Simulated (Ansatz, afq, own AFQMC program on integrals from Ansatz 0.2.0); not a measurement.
## Atomization energy of AlNH, doublet

```yaml
atoms:
  - { symbol: Al, position_ang: [0.0000, 0.0327, 0.6365] }
  - { symbol: N, position_ang: [0.0000, -0.1067, -1.0953] }
  - { symbol: H, position_ang: [0.0000, 0.6075, -1.8184] }
```

Connectivity, by distances: Al–NH.

Atoms in their ground-state spins without spin–orbit coupling (mostly on UHF) minus the molecule (ROHF), without zero-point energy. The geometry is a stationary point, not shown to be a minimum.

Basis cc-pVDZ. Only valence electrons are correlated. Ansatz 0.2.0 and our own AFQMC program on the same integrals; the CISD trial comes from CCSD amplitudes, and released means the phaseless constraint is let go. Free AFQMC starts from the CCSD state and is never constrained. Its projection time is finite, and what remains of the start isn't in its error. Error bars are statistical, one sigma. The errors of all members are added in quadrature.

No full CI on the walks' own integrals is used here; CCSDTQ serves as the reference and is uncertain by about the last step of the cluster series. Each member takes its own surest rung, up to full CI.

Errors are counted within cc-pVDZ, not against nature.

Cautions: AlNH (doublet): a spin-contaminated unrestricted determinant lies lower (UHF 241 meV lower, ⟨S²⟩ 0.96), the search met a lower determinant of the same kind, perhaps of another symmetry (151 meV lower), and this one is a saddle point, strong correlation (T1 0.095, weight of the determinant 0.74, largest double 0.09), the ph-AFQMC/CISD walk drifts between its halves (2.0 errors), released walk and highest rung disagree (by 37 meV at 2.40 1/Eh), its ph-AFQMC/CISD value lies 67 ± 5 meV above CCSDTQ.

Reference (CCSDTQ): 587.0 kJ/mol.

| level | atomization energy (kJ/mol) | error against CCSDTQ (kJ/mol) |
| --- | --- | --- |
| HF | 332.9 | -254.1 |
| MP2 | 558.4 | -28.6 |
| CCSD | 563.2 | -23.8 |
| CCSD(T) | 579.7 | -7.2 |
| ph-AFQMC/HF | 575.9 ± 2.7 | -11.1 ± 2.7 |
| ph-AFQMC/CISD | 580.8 ± 0.5 | -6.1 ± 0.5 |
| released AFQMC | 583.4 ± 0.7 | -3.6 ± 0.7 |
| free AFQMC | 585.4 ± 0.9 | -1.5 ± 0.9 |

Correlation beyond CCSD(T) adds 7.2 kJ/mol. The perturbative (T) step is worth +16.5 kJ/mol. Where the cautions show a poor determinant, the low rows tell how each method copes with it, not its usual error.

Free projections are given only where their last times agree within the noise and don't stop above the reference; a slow remainder of the start can still hide under it. A walk keeps the symmetry of its determinant, which the program's search chose and which needn't be the lowest solution, so a lower state of the same spin and another symmetry isn't excluded. Released energies are given only where the last usable release times agree within the noise; a slower fall can still hide under it.
